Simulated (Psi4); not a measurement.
Psi4 input (PBE0/6-31G*):

```
memory 8100 MB

molecule {
0 1
H    -0.00000000   -0.00000000   -0.37201156
H     0.00000000    0.00000000    0.37201156
}

set {
  basis 6-31g*
  scf_type df
}

energy('pbe0')
print_variables()
```

Output:

```
-----------------------------------------------------------------------
          Psi4: An Open-Source Ab Initio Electronic Structure Package
                               Psi4 1.11 release

    D. G. A. Smith, L. A. Burns, A. C. Simmonett, R. M. Parrish,
    M. C. Schieber, R. Galvelis, P. Kraus, H. Kruse, R. Di Remigio,
    A. Alenaizan, A. M. James, S. Lehtola, J. P. Misiewicz, M. Scheurer,
    R. A. Shaw, J. B. Schriber, Y. Xie, Z. L. Glick, D. A. Sirianni,
    J. S. O'Brien, J. M. Waldrop, A. Kumar, E. G. Hohenstein,
    B. P. Pritchard, B. R. Brooks, H. F. Schaefer III, A. Yu. Sokolov,
    K. Patkowski, A. E. DePrince III, U. Bozkaya, R. A. King,
    F. A. Evangelista, J. M. Turney, T. D. Crawford, C. D. Sherrill,
    J. Chem. Phys. 152(18) 184108 (2020). https://doi.org/10.1063/5.0006002

                            Additional Code Authors
    E. T. Seidl, C. L. Janssen, E. F. Valeev, M. L. Leininger,
    J. F. Gonthier, R. M. Richard, H. R. McAlexander, M. Saitow, X. Wang,
    P. Verma, M. H. Lechner, A. Jiang, S. Behnle, A. G. Heide,
    M. F. Herbst, D. L. Poole, T. Győri, E. C. Mitchell, J. P. Pederson,
    and A. M. Wallace

             Previous Authors, Complete List of Code Contributors,
                       and Citations for Specific Modules
    https://github.com/psi4/psi4/blob/master/codemeta.json
    https://github.com/psi4/psi4/graphs/contributors
    https://psicode.org/psi4manual/master/introduction.html#citing-psifour

    -----------------------------------------------------------------------

    Threads:    4
    Addons:     a̶d̶c̶c̶, a̶m̶b̶i̶t̶, b̶s̶e̶, c̶c̶t̶3̶, c̶f̶o̶u̶r̶, c̶h̶e̶m̶p̶s̶2̶, c̶p̶p̶e̶, d̶d̶x̶,
                d̶f̶t̶d̶3̶, d̶f̶t̶d̶4̶, dkh, ecpint, einsums, f̶o̶r̶t̶e̶, gauxc, g̶c̶p̶,
                g̶d̶m̶a̶, g̶e̶o̶m̶e̶t̶r̶i̶c̶, g̶p̶u̶_̶d̶f̶c̶c̶, i̶n̶t̶e̶g̶r̶a̶t̶o̶r̶x̶x̶,
                i̶p̶i̶, l̶i̶b̶e̶f̶p̶, m̶d̶i̶, m̶p̶2̶d̶, m̶r̶c̶c̶, ooo,
                o̶p̶e̶n̶f̶e̶r̶m̶i̶o̶n̶p̶s̶i̶4̶, pcmsolver, p̶s̶i̶4̶f̶o̶c̶k̶c̶i̶, p̶s̶i̶x̶a̶s̶,
                p̶y̶e̶i̶n̶s̶u̶m̶s̶, r̶e̶s̶p̶, s̶i̶m̶i̶n̶t̶, s̶n̶s̶m̶p̶2̶,
                v̶2̶r̶d̶m̶_̶c̶a̶s̶s̶c̶f̶

  ==> Input File <==

--------------------------------------------------------------------------
memory 8100 MB

molecule {
0 1
H    -0.00000000   -0.00000000   -0.37201156
H     0.00000000    0.00000000    0.37201156
}

set {
  basis 6-31g*
  scf_type df
}

energy('pbe0')
print_variables()
--------------------------------------------------------------------------

   => Libint2 <=

    Primary   basis highest AM E, G, H:  7, 6, 3
    Auxiliary basis highest AM E, G, H:  7, 7, 4
    Onebody   basis highest AM E, G, H:  -, -, -
    Solid Harmonics ordering:            Gaussian

   => Loading Basis Set <=

    Name: 6-31G*
    Role: ORBITAL
    Keyword: BASIS
    atoms 1-2 entry H          line    44 file 6-31gs.gbs

         ---------------------------------------------------------
                                   SCF
               by Justin Turney, Rob Parrish, Andy Simmonett
                          and Daniel G. A. Smith
                              RKS Reference
                        4 Threads,   7724 MiB Core
         ---------------------------------------------------------

  ==> Geometry <==

    Molecular point group: d2h
    Full point group: D_inf_h

    Geometry (in Angstrom), charge = 0, multiplicity = 1:

       Center              X                  Y                   Z               Mass
    ------------   -----------------  -----------------  -----------------  -----------------
         H            0.000000000000     0.000000000000    -0.372011560000     1.007825032230
         H            0.000000000000     0.000000000000     0.372011560000     1.007825032230

  Running in d2h symmetry.

  Rotational constants: A = ************  B =     60.43221  C =     60.43221 [cm^-1]
  Rotational constants: A = ************  B = 1811712.12794  C = 1811712.12794 [MHz]
  Nuclear repulsion =    0.711237589861455

  Charge       = 0
  Multiplicity = 1
  Electrons    = 2
  Nalpha       = 1
  Nbeta        = 1

  ==> Algorithm <==

  SCF Algorithm Type is DF.
  DIIS enabled.
  MOM disabled.
  Fractional occupation disabled.
  Guess Type is SAD.
  Energy threshold   = 1.00e-06
  Density threshold  = 1.00e-06
  Integral threshold = 1.00e-12

  ==> Primary Basis <==

  Basis Set: 6-31G*
    Blend: 6-31G*
    Number of shells: 4
    Number of basis functions: 4
    Number of Cartesian functions: 4
    Spherical Harmonics?: false
    Max angular momentum: 0

  ==> DFT Potential <==

   => LibXC <=

    Version 7.1.2
    S. Lehtola, C. Steigemann, M. J. T. Oliveira, and M. A. L. Marques,  SoftwareX 7, 1–5 (2018) (10.1016/j.softx.2017.11.002)

   => Composite Functional: PBE0 <=

    PBE0 Hyb-GGA Exchange-Correlation Functional

    C. Adamo and V. Barone,  J. Chem. Phys. 110, 6158 (1999) (10.1063/1.478522)
    M. Ernzerhof and G. E. Scuseria,  J. Chem. Phys. 110, 5029 (1999) (10.1063/1.478401)

    Deriv               =              1
    GGA                 =           TRUE
    Meta                =          FALSE

    Exchange Hybrid     =           TRUE
    MP2 Hybrid          =          FALSE

   => Exchange Functionals <=

    0.7500   Perdew, Burke & Ernzerhof

   => Exact (HF) Exchange <=

    0.2500               HF

   => Correlation Functionals <=

    1.0000   Perdew, Burke & Ernzerhof

   => LibXC Density Thresholds  <==

    XC_HYB_GGA_XC_PBEH:  1.00E-15

   => Molecular Quadrature <=

    Radial Scheme          =       TREUTLER
    Pruning Scheme         =           NONE
    Nuclear Scheme         =       TREUTLER

    Blocking Scheme        =         OCTREE
    BS radius alpha        =              1
    Pruning alpha          =              1
    Radial Points          =             75
    Spherical Points       =            302
    Total Points           =          44640
    Total Blocks           =            392
    Max Points             =            256
    Max Functions          =              4
    Weights Tolerance      =       1.00E-15

   => Loading Basis Set <=

    Name: (6-31G* AUX)
    Role: JKFIT
    Keyword: DF_BASIS_SCF
    atoms 1-2 entry H          line    51 file cc-pvdz-jkfit.gbs

  ==> Integral Setup <==

  DFHelper Memory: AOs need 0.000 GiB; user supplied 5.652 GiB.
  SCF_SUBTYPE=INCORE selected. In-core MEM_DF algorithm will be used.
  Using in-core AOs.

  ==> MemDFJK: Density-Fitted J/K Matrices <==

    J tasked:                   Yes
    K tasked:                   Yes
    wK tasked:                   No
    OpenMP threads:               4
    Algorithm:                 Core
    Schwarz Cutoff:           1E-12
    Mask sparsity (%):       0.0000
    Fitting Condition:        1E-10

   => Auxiliary Basis Set <=

  Basis Set: (6-31G* AUX)
    Blend: CC-PVDZ-JKFIT
    Number of shells: 18
    Number of basis functions: 50
    Number of Cartesian functions: 50
    Spherical Harmonics?: false
    Max angular momentum: 2

  Cached 100.0% of DFT collocation blocks in 0.005 [GiB].

  Minimum eigenvalue in the overlap matrix is 2.8905184140E-01.
  Reciprocal condition number of the overlap matrix is 1.6894248955E-01.
    Using symmetric orthogonalization.

  ==> Pre-Iterations <==

  SCF Guess: Superposition of Atomic Densities via on-the-fly atomic UHF (no occupation information).

   -------------------------
    Irrep   Nso     Nmo
   -------------------------
     Ag         2       2
     B1g        0       0
     B2g        0       0
     B3g        0       0
     Au         0       0
     B1u        2       2
     B2u        0       0
     B3u        0       0
   -------------------------
    Total       4       4
   -------------------------

  ==> Iterations <==

                           Total Energy        Delta E     RMS |[F,P]|

   @DF-RKS iter SAD:    -0.94153669207582   -9.41537e-01   0.00000e+00
   @DF-RKS iter   1:    -1.16281356570333   -2.21277e-01   1.24601e-02 DIIS/ADIIS
   @DF-RKS iter   2:    -1.16387574683188   -1.06218e-03   1.34379e-03 DIIS/ADIIS
   @DF-RKS iter   3:    -1.16388820110609   -1.24543e-05   8.68015e-06 DIIS
   @DF-RKS iter   4:    -1.16388820162589   -5.19802e-10   3.67418e-09 DIIS
  Energy and wave function converged.

  ==> Post-Iterations <==

   Electrons on quadrature grid:
      Ntotal   =    2.0000000054 ; deviation = 5.394e-09

    Orbital Energies [Eh]
    ---------------------

    Doubly Occupied:

       1Ag    -0.441663

    Virtual:

       1B1u    0.114770     2Ag     0.606246     2B1u    1.136817

    Final Occupation by Irrep:
             Ag   B1g   B2g   B3g    Au   B1u   B2u   B3u
    DOCC [     1,    0,    0,    0,    0,    0,    0,    0 ]
    NA   [     1,    0,    0,    0,    0,    0,    0,    0 ]
    NB   [     1,    0,    0,    0,    0,    0,    0,    0 ]

  @DF-RKS Final Energy:    -1.16388820162589

   => Energetics <=

    Nuclear Repulsion Energy =              0.7112375898614546
    One-Electron Energy =                  -2.4908480930278669
    Two-Electron Energy =                   1.1427830845622549
    DFT Exchange-Correlation Energy =      -0.5270607830217310
    Empirical Dispersion Energy =           0.0000000000000000
    VV10 Nonlocal Energy =                  0.0000000000000000
    Total Energy =                         -1.1638882016258885

Computation Completed

Properties will be evaluated at   0.000000,   0.000000,   0.000000 [a0]

Properties computed using the SCF density matrix

 Multipole Moments:

 ------------------------------------------------------------------------------------
     Multipole            Electronic (a.u.)      Nuclear  (a.u.)        Total (a.u.)
 ------------------------------------------------------------------------------------

 L = 1.  Multiply by 2.5417464519 to convert [e a0] to [Debye]
 Dipole X            :          0.0000000            0.0000000            0.0000000
 Dipole Y            :          0.0000000            0.0000000            0.0000000
 Dipole Z            :          0.0000000            0.0000000            0.0000000
 Magnitude           :                                                    0.0000000

 ------------------------------------------------------------------------------------

  Variable Map:
  ----------------------------------------------------------------------------
  "CURRENT ENERGY"              =>      -1.163888201626
  "CURRENT REFERENCE ENERGY"    =>      -1.163888201626
  "DD SOLVATION ENERGY"         =>       0.000000000000
  "DFT FUNCTIONAL TOTAL ENERGY" =>      -1.163888201626
  "DFT TOTAL ENERGY"            =>      -1.163888201626
  "DFT VV10 ENERGY"             =>       0.000000000000
  "DFT XC ENERGY"               =>      -0.527060783022
  "GRID ELECTRONS ALPHA"        =>       1.000000002697
  "GRID ELECTRONS BETA"         =>       1.000000002697
  "GRID ELECTRONS TOTAL"        =>       2.000000005394
  "NUCLEAR REPULSION ENERGY"    =>       0.711237589861
  "ONE-ELECTRON ENERGY"         =>      -2.490848093028
  "PCM POLARIZATION ENERGY"     =>       0.000000000000
  "PE ENERGY"                   =>       0.000000000000
  "SCF ITERATION ENERGY"        =>      -1.163888201626
  "SCF ITERATIONS"              =>       4.000000000000
  "SCF TOTAL ENERGY"            =>      -1.163888201626
  "TWO-ELECTRON ENERGY"         =>       1.142783084562
  "XC GRID RADIAL POINTS"       =>      75.000000000000
  "XC GRID SPHERICAL POINTS"    =>     302.000000000000
  "XC GRID TOTAL POINTS"        =>   44640.000000000000

  Array Variable Map:
  ----------------------------------------------------------------------------
  "CURRENT DIPOLE"              =>       0.000000000000 ... 0.000000000000 1 by 3
  "SCF DIPOLE"                  =>       0.000000000000 ... 0.000000000000 1 by 3
  "SCF TOTAL ENERGIES"          =>      -0.941536692076 ... -1.163888201626 1 by 5

*** Psi4 exiting successfully. Buy a developer a beer!
```
